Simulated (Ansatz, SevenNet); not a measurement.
Elastic constant C66 (GPa) along a series of related solids, from the machine-learned potential SevenNet-0 (trained on PBE and PBE+U data); LDA in Ansatz (plane waves, PAW); r²SCAN in Ansatz (plane waves, PAW).

```json
[
 {"solid": "double-hcp La", "SevenNet-0": "4.45", "LDA": "20.6", "r²SCAN": "13.1"},
 {"solid": "hcp Hf", "SevenNet-0": "5.87", "LDA": "56.1", "r²SCAN": "59.8"},
 {"solid": "hcp Re", "SevenNet-0": "37.4", "LDA": "189", "r²SCAN": "175"},
 {"solid": "hcp Os", "SevenNet-0": "44.8", "LDA": "282", "r²SCAN": "273"}
]
```

A member of the series is missing where a level wasn't run or failed, where a doubt is noted on the run or the magnetic state, for phases of high temperature or layered ones, and where values are held back for tests.

Ansatz's runs of these crystals have no spin polarisation.

Spin–orbit coupling is left out, also for the solids with elements from indium on (double-hcp La, hcp Hf, hcp Re, hcp Os); its size isn't shown.

Each level is taken at its own relaxed cell. Ansatz's density-functional and Hartree–Fock values are scalar-relativistic unless marked +SOC, with PAW data made under PBE.

Ansatz is an electronic-structure program.
